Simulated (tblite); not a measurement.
Record of a relaxation.

Compound: C5H9P.
Bonds: C1–C2, C2–C3, C3–C4 (double), C4–C5, C4–P6, C3–P6. Hydrogens: H7, H8, H9 on C1; H10, H11 on C2; H12, H13, H14 on C5; H15 on P6.

Computed with GFN2-xTB (tblite), gas phase: L-BFGS steps from a force-field or distance-geometry start until the largest atomic force falls under 0.01 eV/Å. 10 of its 47 geometries are shown.

Step 0: E = -482.4603 eV, largest atomic force 2.724 eV/Å
```
atom  x, y, z in Å  |  force x, y, z in eV/Å
C1     -1.714   -0.860   -0.395   -0.289  -0.296   0.079
C2     -1.373    0.627   -0.440   -0.322  -0.362   0.392
C3      0.041    0.872   -0.156   -2.082  -0.206  -0.428
C4      1.210    0.398    0.113    0.900  -1.717   0.472
C5      1.992   -0.797    0.379    0.292  -0.799  -0.085
P6      1.250    2.171    0.021    1.026   2.522  -0.081
H7     -1.155   -1.418   -1.147    0.006   0.083   0.094
H8     -2.781   -0.991   -0.600    0.199  -0.014   0.028
H9     -1.510   -1.295    0.592    0.033   0.182  -0.260
H10    -1.633    1.023   -1.412   -0.032   0.221  -0.357
H11    -1.989    1.151    0.302    0.090   0.062  -0.047
H12     1.371   -1.700    0.312    0.041   0.207   0.024
H13     2.795   -0.890   -0.351    0.106   0.021  -0.014
H14     2.445   -0.764    1.367    0.033   0.078   0.088
H15     1.046    2.482    1.393   -0.001   0.019   0.096
```

Step 5: E = -482.5904 eV, largest atomic force 0.118 eV/Å
```
atom  x, y, z in Å  |  force x, y, z in eV/Å
C1     -1.727   -0.871   -0.396   -0.022   0.054   0.001
C2     -1.394    0.618   -0.439    0.004   0.052   0.043
C3      0.027    0.873   -0.160   -0.045  -0.023  -0.003
C4      1.202    0.379    0.123    0.012  -0.013   0.018
C5      2.007   -0.822    0.378   -0.004  -0.029  -0.018
P6      1.273    2.225    0.020    0.007  -0.049   0.026
H7     -1.153   -1.414   -1.142   -0.004   0.007  -0.002
H8     -2.787   -1.002   -0.601   -0.013  -0.090  -0.002
H9     -1.506   -1.288    0.585   -0.002   0.026  -0.021
H10    -1.637    1.031   -1.421   -0.043   0.020  -0.013
H11    -1.993    1.157    0.303   -0.020  -0.006  -0.051
H12     1.371   -1.707    0.314    0.110   0.041   0.009
H13     2.812   -0.896   -0.355   -0.024  -0.022   0.070
H14     2.452   -0.765    1.373    0.014  -0.036  -0.062
H15     1.050    2.489    1.397    0.031   0.069   0.006
```

Step 10: E = -482.5948 eV, largest atomic force 0.052 eV/Å
```
atom  x, y, z in Å  |  force x, y, z in eV/Å
C1     -1.733   -0.866   -0.398    0.009  -0.013   0.003
C2     -1.401    0.624   -0.441   -0.012  -0.001   0.004
C3      0.022    0.871   -0.157   -0.027   0.008   0.014
C4      1.197    0.375    0.128   -0.008  -0.017   0.010
C5      2.010   -0.823    0.377    0.011  -0.028   0.012
P6      1.277    2.218    0.024   -0.018  -0.018  -0.015
H7     -1.154   -1.408   -1.141    0.017   0.008  -0.026
H8     -2.790   -1.024   -0.602    0.000   0.018  -0.003
H9     -1.505   -1.280    0.581    0.003   0.010   0.024
H10    -1.647    1.037   -1.423    0.006   0.012  -0.006
H11    -2.004    1.163    0.297   -0.010   0.007  -0.006
H12     1.387   -1.713    0.314   -0.008  -0.038  -0.007
H13     2.818   -0.901   -0.349    0.007   0.039  -0.033
H14     2.460   -0.773    1.368    0.016   0.013   0.040
H15     1.059    2.507    1.399    0.014  -0.001  -0.011
```

Step 15: E = -482.5962 eV, largest atomic force 0.042 eV/Å
```
atom  x, y, z in Å  |  force x, y, z in eV/Å
C1     -1.733   -0.866   -0.399   -0.006   0.012  -0.005
C2     -1.407    0.626   -0.441   -0.007  -0.010  -0.008
C3      0.016    0.868   -0.149    0.010  -0.020   0.013
C4      1.190    0.365    0.135   -0.021   0.007   0.016
C5      2.013   -0.828    0.381   -0.018   0.038  -0.003
P6      1.274    2.210    0.020    0.028   0.004  -0.011
H7     -1.150   -1.402   -1.146   -0.011   0.011   0.036
H8     -2.790   -1.026   -0.603    0.012   0.006  -0.002
H9     -1.504   -1.273    0.584    0.002  -0.006  -0.035
H10    -1.648    1.042   -1.424    0.021  -0.012   0.011
H11    -2.013    1.166    0.293   -0.013  -0.003   0.010
H12     1.397   -1.725    0.314    0.026  -0.005   0.009
H13     2.817   -0.889   -0.353   -0.011   0.010   0.014
H14     2.465   -0.773    1.372   -0.011  -0.012  -0.027
H15     1.067    2.513    1.395    0.000  -0.020  -0.016
```

Step 20: E = -482.5969 eV, largest atomic force 0.018 eV/Å
```
atom  x, y, z in Å  |  force x, y, z in eV/Å
C1     -1.734   -0.863   -0.400   -0.002  -0.003   0.002
C2     -1.410    0.627   -0.439    0.005   0.007   0.009
C3      0.012    0.866   -0.143    0.001   0.014   0.001
C4      1.183    0.362    0.143    0.004  -0.004  -0.003
C5      2.012   -0.828    0.382    0.006  -0.007   0.003
P6      1.276    2.204    0.015    0.004  -0.001  -0.001
H7     -1.148   -1.397   -1.144   -0.001  -0.006  -0.011
H8     -2.790   -1.026   -0.604   -0.010  -0.005  -0.005
H9     -1.502   -1.272    0.581   -0.010  -0.012   0.008
H10    -1.643    1.043   -1.424    0.000   0.002  -0.002
H11    -2.020    1.167    0.292   -0.006  -0.001  -0.001
H12     1.407   -1.732    0.314    0.000   0.009  -0.004
H13     2.815   -0.878   -0.353    0.000   0.005   0.002
H14     2.467   -0.775    1.371    0.004   0.000   0.006
H15     1.072    2.511    1.388    0.005   0.000  -0.005
```

Step 26: E = -482.5971 eV, largest atomic force 0.017 eV/Å
```
atom  x, y, z in Å  |  force x, y, z in eV/Å
C1     -1.736   -0.864   -0.400   -0.003  -0.001  -0.002
C2     -1.410    0.627   -0.437   -0.012  -0.009  -0.003
C3      0.011    0.867   -0.140   -0.011  -0.010   0.003
C4      1.182    0.361    0.144    0.005   0.016  -0.002
C5      2.013   -0.827    0.383   -0.001   0.005   0.000
P6      1.279    2.203    0.013    0.000  -0.001  -0.003
H7     -1.150   -1.397   -1.145   -0.003   0.001   0.005
H8     -2.791   -1.026   -0.607    0.005   0.008  -0.004
H9     -1.507   -1.276    0.580   -0.003   0.001  -0.007
H10    -1.641    1.043   -1.423    0.002  -0.002  -0.001
H11    -2.024    1.167    0.291    0.008  -0.002   0.007
H12     1.409   -1.731    0.313   -0.001  -0.008  -0.002
H13     2.816   -0.874   -0.352    0.008  -0.002  -0.002
H14     2.468   -0.775    1.372    0.001   0.000   0.007
H15     1.077    2.511    1.385    0.006   0.007   0.003
```

Step 31: E = -482.5972 eV, largest atomic force 0.018 eV/Å
```
atom  x, y, z in Å  |  force x, y, z in eV/Å
C1     -1.740   -0.866   -0.401    0.000   0.003  -0.002
C2     -1.411    0.625   -0.434    0.010   0.007   0.003
C3      0.010    0.865   -0.135    0.009   0.007   0.001
C4      1.184    0.362    0.146   -0.006  -0.016  -0.007
C5      2.015   -0.826    0.384    0.002  -0.001   0.002
P6      1.279    2.203    0.009   -0.009   0.006  -0.001
H7     -1.152   -1.398   -1.145    0.000  -0.004  -0.001
H8     -2.795   -1.023   -0.613   -0.005  -0.002  -0.005
H9     -1.516   -1.282    0.578   -0.001   0.003   0.002
H10    -1.640    1.042   -1.420    0.000   0.001   0.003
H11    -2.024    1.164    0.294    0.000  -0.004   0.006
H12     1.411   -1.730    0.310    0.010   0.003  -0.001
H13     2.821   -0.870   -0.349   -0.005  -0.002   0.006
H14     2.468   -0.775    1.374   -0.003  -0.002  -0.002
H15     1.087    2.516    1.382   -0.003   0.001  -0.005
```

Step 36: E = -482.5973 eV, largest atomic force 0.013 eV/Å
```
atom  x, y, z in Å  |  force x, y, z in eV/Å
C1     -1.741   -0.866   -0.402   -0.001  -0.003   0.001
C2     -1.411    0.624   -0.433   -0.008  -0.001   0.000
C3      0.010    0.865   -0.133   -0.005  -0.007  -0.002
C4      1.184    0.361    0.146    0.008   0.010   0.002
C5      2.016   -0.825    0.384    0.001  -0.002  -0.002
P6      1.278    2.203    0.006    0.008  -0.006  -0.002
H7     -1.154   -1.399   -1.146    0.004   0.001  -0.001
H8     -2.796   -1.022   -0.616    0.000   0.003  -0.001
H9     -1.521   -1.283    0.578   -0.001  -0.001   0.002
H10    -1.639    1.042   -1.418   -0.003   0.008  -0.002
H11    -2.025    1.162    0.296    0.001   0.001   0.005
H12     1.415   -1.730    0.309   -0.001  -0.005   0.000
H13     2.823   -0.868   -0.347    0.007   0.001   0.000
H14     2.467   -0.776    1.375   -0.001   0.002   0.003
H15     1.090    2.518    1.379   -0.007  -0.001  -0.002
```

Step 41: E = -482.5974 eV, largest atomic force 0.017 eV/Å
```
atom  x, y, z in Å  |  force x, y, z in eV/Å
C1     -1.744   -0.866   -0.404   -0.001   0.005  -0.001
C2     -1.411    0.624   -0.429    0.004   0.001  -0.001
C3      0.011    0.862   -0.132    0.003   0.002  -0.004
C4      1.186    0.361    0.145   -0.010  -0.014  -0.001
C5      2.019   -0.825    0.385    0.003   0.003   0.004
P6      1.278    2.202    0.000   -0.003  -0.003   0.000
H7     -1.155   -1.400   -1.146    0.002   0.007   0.006
H8     -2.798   -1.019   -0.623   -0.001  -0.002   0.001
H9     -1.529   -1.284    0.577    0.000  -0.004  -0.007
H10    -1.640    1.048   -1.412   -0.007  -0.004   0.004
H11    -2.024    1.159    0.303    0.008   0.002   0.000
H12     1.421   -1.733    0.307   -0.002   0.009  -0.003
H13     2.830   -0.866   -0.343    0.001   0.002   0.003
H14     2.465   -0.775    1.378    0.003  -0.001   0.003
H15     1.089    2.521    1.372    0.000  -0.002  -0.003
```

Step 46: E = -482.5975 eV, largest atomic force 0.009 eV/Å
```
atom  x, y, z in Å  |  force x, y, z in eV/Å
C1     -1.747   -0.865   -0.405    0.001  -0.004   0.001
C2     -1.412    0.623   -0.427   -0.002   0.001   0.002
C3      0.011    0.859   -0.133    0.002  -0.002  -0.004
C4      1.186    0.358    0.144    0.006   0.007   0.002
C5      2.022   -0.825    0.386   -0.004  -0.001   0.001
P6      1.278    2.199   -0.005    0.000   0.004  -0.002
H7     -1.154   -1.398   -1.145    0.000   0.002  -0.009
H8     -2.801   -1.017   -0.629    0.000  -0.002  -0.003
H9     -1.537   -1.287    0.575    0.001   0.000   0.005
H10    -1.643    1.052   -1.407   -0.006  -0.004  -0.003
H11    -2.021    1.157    0.310    0.001   0.006   0.005
H12     1.425   -1.733    0.304    0.004  -0.005   0.002
H13     2.836   -0.863   -0.338   -0.003   0.003   0.004
H14     2.463   -0.775    1.382   -0.002  -0.003  -0.001
H15     1.089    2.523    1.366    0.003  -0.004   0.000
```

Task: Summarise the path.

Result: The energy falls by 0.1372 eV from step 0 to step 46; nine tenths of that is first reached at step 3. It falls at every step. The largest force goes from 2.724 to 0.009 eV/Å. Among the bonds C4–P6 changes most, from 1.776 to 1.849 Å; the atoms move by 0.044 Å rms after alignment.

The cost below is that of the whole relaxation. Time: 0.33 s of wall time. Hardware: one thread, Arm Neoverse N1 (aarch64), no GPU, shared host with 64 logical CPUs at a one-minute load of 27.
